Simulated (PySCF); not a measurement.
Species: `CCCP1CC1`. The columns A, B, C and D hold Mulliken, IAO, Hirshfeld and ESP-fitted charges (e) of one PBE0/pcSseg-1 density (PySCF), in a shuffled order. Coordinates in Å (PBE0-D3(BJ)/def2-SVP); the density's dipole moment is (-0.15, -0.28, 1.24) D.

```json
{"atom": "C1", "x": "-1.912", "y": "0.691", "z": "0.322", "A": "-0.295", "B": "-0.298", "C": "-0.409", "D": "-0.118"}
{"atom": "C2", "x": "-1.517", "y": "-0.683", "z": "-0.196", "A": "-0.260", "B": "+0.115", "C": "-0.242", "D": "-0.068"}
{"atom": "C3", "x": "-0.037", "y": "-1.013", "z": "-0.010", "A": "-0.457", "B": "-0.096", "C": "-0.423", "D": "-0.111"}
{"atom": "P4", "x": "1.090", "y": "0.054", "z": "-1.048", "A": "+0.271", "B": "-0.143", "C": "+0.378", "D": "+0.108"}
{"atom": "C5", "x": "2.607", "y": "0.050", "z": "0.014", "A": "-0.388", "B": "-0.209", "C": "-0.425", "D": "-0.123"}
{"atom": "C6", "x": "1.727", "y": "1.239", "z": "0.230", "A": "-0.384", "B": "-0.411", "C": "-0.425", "D": "-0.122"}
{"atom": "H7", "x": "-2.987", "y": "0.878", "z": "0.183", "A": "+0.121", "B": "+0.075", "C": "+0.139", "D": "+0.041"}
{"atom": "H8", "x": "-1.692", "y": "0.789", "z": "1.398", "A": "+0.108", "B": "+0.080", "C": "+0.129", "D": "+0.036"}
{"atom": "H9", "x": "-1.364", "y": "1.492", "z": "-0.200", "A": "+0.129", "B": "+0.092", "C": "+0.137", "D": "+0.033"}
{"atom": "H10", "x": "-2.117", "y": "-1.456", "z": "0.312", "A": "+0.124", "B": "-0.021", "C": "+0.133", "D": "+0.037"}
{"atom": "H11", "x": "-1.774", "y": "-0.762", "z": "-1.267", "A": "+0.125", "B": "+0.025", "C": "+0.131", "D": "+0.034"}
{"atom": "H12", "x": "0.154", "y": "-2.055", "z": "-0.317", "A": "+0.153", "B": "+0.071", "C": "+0.144", "D": "+0.038"}
{"atom": "H13", "x": "0.246", "y": "-0.939", "z": "1.055", "A": "+0.135", "B": "+0.088", "C": "+0.124", "D": "+0.036"}
{"atom": "H14", "x": "2.662", "y": "-0.703", "z": "0.807", "A": "+0.152", "B": "+0.113", "C": "+0.148", "D": "+0.045"}
{"atom": "H15", "x": "3.558", "y": "0.201", "z": "-0.507", "A": "+0.157", "B": "+0.147", "C": "+0.157", "D": "+0.045"}
{"atom": "H16", "x": "2.071", "y": "2.207", "z": "-0.148", "A": "+0.156", "B": "+0.201", "C": "+0.156", "D": "+0.045"}
{"atom": "H17", "x": "1.174", "y": "1.309", "z": "1.172", "A": "+0.153", "B": "+0.168", "C": "+0.147", "D": "+0.044"}
```

Q: Which column most likely holds the ESP-fitted charges?

A: B. Σ q r misses the density's dipole by 0.04 D (B), 1.55 D (D), 1.87 D (A), 2.46 D (C). Charges fitted to the outside potential are the only set here that is tied to the molecule's multipoles.

Q: And the Hirshfeld charges?

A: D. The mean sizes are 0.064 e (D), 0.138 e (B), 0.210 e (A), 0.226 e (C), and Hirshfeld charges are commonly the smallest of these schemes.

As computed, A = Mulliken, B = ESP-fitted, C = IAO, D = Hirshfeld. Hydrogens on carbon: Mulliken +0.11 to +0.16, ESP-fitted -0.02 to +0.20, IAO +0.12 to +0.16, Hirshfeld +0.03 to +0.05 e.

The Hirshfeld scheme weights the molecular density at each point by an atom's share of the summed free-atom densities. The ESP scheme is a least-squares fit of atom-centred charges to the potential on four shells outside the van der Waals surface, with the total charge fixed.

Isolated species at its PBE0-D3(BJ)/def2-SVP geometry (one conformer only).

The run behind these numbers computed NMR shieldings as well. On one thread, Arm Neoverse V1 (aarch64), shared host, this took 20 s wall and 0.77 GiB of memory at its peak.

The values belong to the conformer `[CH3:1][CH2:2][CH2:3][P:4]1[CH2:5][CH2:6]1`: C1–C2–C3–P4 -67°, C2–C3–P4–C5 151°.
